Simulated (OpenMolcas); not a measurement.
# One shape, several levels: NO+ (nitrosonium)

Aim: a comparison of 6 runs (B2PLYP/STO-3G, B3LYP/STO-3G, PBE/STO-3G, SVWN5/STO-3G, ACPF/STO-3G, CISD/STO-3G) of NO+ (nitrosonium). 

Program for the calculation: OpenMolcas 26.06.

1 further run of the same task is left out (for a known fault of the program).

**1. The system as given**

NO+ has 2 atoms, charge +1, and is taken as a singlet. SMILES: `N#[O+]`. Geometry: the measured bond length.

Bond lengths: N1–O2 1.063 Å.

**2. The energy at B2PLYP/STO-3G (run 1)**

input.xyz

```xyz
2

N      0.000000     0.000000     0.000000
O      0.000000     0.000000     1.063220
```

calc.input

```
* NO Kohn-Sham DFT

&GATEWAY
  BASLIB=$CurrDir
  COORD=input.xyz
  BASIS=STO-3G
  GROUP=NoSym

&SEWARD
  GRIDINPUT
  Grid=UltraFine
  End of Grid

&SCF
  CHARGE=1
  KSDFT=B2PLYP_SCF
  THRESHOLDS=1e-10 1e-07 1e-07 1e-05
  PRORBITALS=1 1

&MBPT2
  FROZEN=2
```

The basis set STO-3G is read from a file made from the Basis Set Exchange's data (not shown).

The run is started by

```console
export MOLCAS_MEM=1860
pymolcas calc.input > calc.log
```

Output:

```text
--- Start Module: gateway ---
[...]
--- Stop Module: gateway /rc=_RC_ALL_IS_WELL_ ---
[...]
      Basis functions           10
[...]
--- Start Module: scf ---
[...]
       Convergence after  15 Iterations
[...]
::    Total KS-DFT energy                            -127.5658972740
[...]
      Total spin, S                                     0.0000000000
[...]
      Total electronic charge=   14.000000
      Total            charge=    1.000000
[...]
      Dipole Moment (debye):
      Origin of the operator (angstrom)=    0.0000    0.0000    0.5669
                   X=  4.4840E-16               Y= -7.3660E-16               Z= -2.6924E-01           Total=  2.6924E-01
      Center of Charge (angstrom)
[...]
--- Stop Module: scf /rc=_RC_ALL_IS_WELL_ ---
[...]
--- Start Module: mbpt2 ---
[...]
 ###    WARNING: MP2 implementation intended for RHF references only         ###
 ###############################################################################
MBPT2 WARNING: Reference function according to RunFile:KS-DFT
I'll assume you know what you're doing and continue
WARNING!
Default frozen orbitals as non valence orbitals is overwritten by user input.
Default values:   2
[...]
       Reference weight ( Cref**2 )         =        0.87682
::    Total MBPT2 energy                             -127.7887048289
[...]
      Total MBPT2 calculations                           0.04      0.04
--- Stop Module: mbpt2 /rc=_RC_ALL_IS_WELL_ ---
[...]
```

Run time: 3.3 s. Hardware: 1 thread of Arm Neoverse V1, shared host; peak memory 0.37 GiB.

**3. The energy at B3LYP/STO-3G (run 2)**

input.xyz is that of step 2.

calc.inp

```
&GATEWAY
 BasLib=$CurrDir
 Coord=input.xyz
 Basis=STO-3G
 Group=NoSym

&SEWARD
 GridInput
 Grid=UltraFine
 End of Grid

&SCF
 Charge=1
 KSDFT=B3LYP
 Thresholds=1e-10 1e-07 1e-07 1e-05
 PrOrbitals=1 1
```

The basis set STO-3G is read from a file made from the Basis Set Exchange's data (not shown).

The run is started by

```console
export MOLCAS_MEM=1860
pymolcas calc.inp > calc.log
```

Output:

```text
--- Start Module: gateway ---
[...]
--- Stop Module: gateway /rc=_RC_ALL_IS_WELL_ ---
--- Start Module: seward ---
[...]
      Basis functions           10
--- Stop Module: seward /rc=_RC_ALL_IS_WELL_ ---
--- Start Module: scf ---
[...]
       Convergence after  12 Iterations
[...]
::    Total KS-DFT energy                            -127.7450529212
[...]
      Total spin, S                                     0.0000000000
[...]
      Total electronic charge=   14.000000
      Total            charge=    1.000000
[...]
      Dipole Moment (debye):
      Origin of the operator (angstrom)=    0.0000    0.0000    0.5669
                   X= -2.9321E-17               Y=  7.0968E-16               Z= -1.9468E-01           Total=  1.9468E-01
      Center of Charge (angstrom)
[...]
--- Stop Module: scf /rc=_RC_ALL_IS_WELL_ ---
[...]
```

It took 2.9 s on 1 thread of Arm Neoverse V1, shared host; peak memory 0.37 GiB.

Runs 3 to 5 aren't shown in full; the table further down has their settings and results.

**4. The energy at CISD/STO-3G (run 6)**

input.xyz is that of step 3.

calc.inp

```
&gateway
  baslib = $CurrDir
  coord = input.xyz
  basis = STO-3G
  group = NoSym

&seward

&scf
  charge = 1
  thresholds = 1e-10 1e-07 1e-07 1e-05
  prorbitals = 1 1

&motra
  frozen = 2

&guga
  electrons = 10
  spin = 1
  inactive = 5
  active = 0
  ciall = 1

&cpf
  sdci
```

The basis set STO-3G is read from a file made from the Basis Set Exchange's data (not shown).

The run is started by

```console
export MOLCAS_MEM=1860
pymolcas calc.inp > calc.log
```

Output:

```text
--- Start Module: gateway ---
[...]
--- Stop Module: gateway /rc=_RC_ALL_IS_WELL_ ---
[...]
      Basis functions           10
[...]
       Convergence after  13 Iterations
[...]
::    Total SCF energy                               -127.1861979733
[...]
      Total spin, S                                     0.0000000000
[...]
      *** WARNING: Default frozen orbitals is overwritten by user input.
      *** Default values:   2
[...]
--- Start Module: guga ---
[...]
--- Stop Module: guga /rc=_RC_ALL_IS_WELL_ ---
--- Start Module: cpf ---
[...]
      Active orbitals                            0       0
[...]
      Spin quantum number                      0.0
[...]
     FINAL CI ENERGY          -127.34175300
     FINAL CORRELATION ENERGY   -0.15555503  REFERENCE ENERGY    -127.18619797
[...]
     REL. CI ENERGY           -127.34175300
[...]
      Total electronic charge=   14.000000
      Total            charge=    1.000000
[...]
      Dipole Moment (debye):
      Origin of the operator (angstrom)=    0.0000    0.0000    0.5669
                   X=  6.9900E-17               Y=  7.7547E-17               Z= -5.9888E-03           Total=  5.9888E-03
      Quadrupole Moment (debye*angstrom):
[...]
--- Stop Module: cpf /rc=_RC_ALL_IS_WELL_ ---
[...]
```

Run time: 1.8 s. Hardware: 1 thread of Arm Neoverse V1, shared host; peak memory 0.37 GiB.

**5. All runs side by side**

```
run          level  frozen core orbitals  integration grid  energy (Eh)  HOMO energy (eV)  LUMO energy (eV)  HOMO–LUMO gap (eV)  wall time
  1  B2PLYP/STO-3G                     2         UltraFine  -127.626055            -27.33            -11.79               15.54      3.3 s
  2   B3LYP/STO-3G                     –         UltraFine  -127.745053            -25.04            -14.37               10.67      2.9 s
  3     PBE/STO-3G                     –         UltraFine  -127.631792            -23.27            -15.55                7.72      2.9 s
  4   SVWN5/STO-3G                     –         UltraFine  -126.774688            -23.14            -15.63                7.51      2.8 s
  5    ACPF/STO-3G                     2                 –  -127.351848            -30.52             -7.99               22.53      1.8 s
  6    CISD/STO-3G                     2                 –  -127.341753            -30.52             -7.99               22.53      1.8 s
```

**6. What came out**

| quantity | value |
| --- | --- |
| run 6: total energy | -127.34175 Eh |
| run 6: HOMO energy (Hartree–Fock orbitals) | -30.52 eV |
| run 6: LUMO energy (Hartree–Fock orbitals) | -7.99 eV |
| run 6: HOMO–LUMO gap (Hartree–Fock orbitals) | 22.53 eV |
| run 6: correlation energy (2 core orbitals frozen) | -155.6 mEh |

In words: Over runs 1, 2, 3, 4 the HOMO–LUMO gap runs from 7.51 eV (SVWN5/STO-3G) to 15.54 eV (B2PLYP/STO-3G). A double hybrid's value is that of its SCF part. For B2PLYP the log adds the whole second-order term; the table takes 0.27 of it, as the functional is defined. Totals of different functionals can't be ranked against each other. In runs 1, 2, 3, 4, 5, 6 the basis is minimal, so the values are rough. All runs together took 15 s, the longest 3.3 s.
